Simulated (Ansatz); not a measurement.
System: CH3F (charge +1, doublet). 
Structure (B3LYP-D3(BJ)/def2-TZVP (Ansatz, a first-principles code) minimum search):
```xyz
5

C     -0.5723     0.0075    -0.0008
F      0.7111    -0.0735    -0.0551
H     -0.9225     0.1766     1.1043
H     -0.9086     1.1296     0.0127
H     -1.1351    -0.6899    -0.6168
```
Charge +1, spin multiplicity 2.

Basis-set convergence of Hartree-Fock and MP2 correlation energies (hartree) with Ansatz. Correlated levels leave the core frozen unless marked. Open shells are spin-unrestricted. Spin-orbit coupling is left out. No relativistic terms.

```json
[
 {"basis": "cc-pVDZ", "functions": "43", "E(HF)": "-138.60749", "E(corr, MP2)": "-0.32090"},
 {"basis": "cc-pVTZ", "functions": "102", "E(HF)": "-138.65615", "E(corr, MP2)": "-0.41051"},
 {"basis": "cc-pVQZ", "functions": "200", "E(HF)": "-138.66699", "E(corr, MP2)": "-0.44285"}
]
```

Extrapolating the two largest sets (X = 3 and 4) as X^-3: E(corr) = (64·(-0.44285) - 27·(-0.41051))/37 = -0.4664 Eh, an estimate of the basis-set limit. The largest set recovers 94.9 % of it, the smallest 68.8 %.
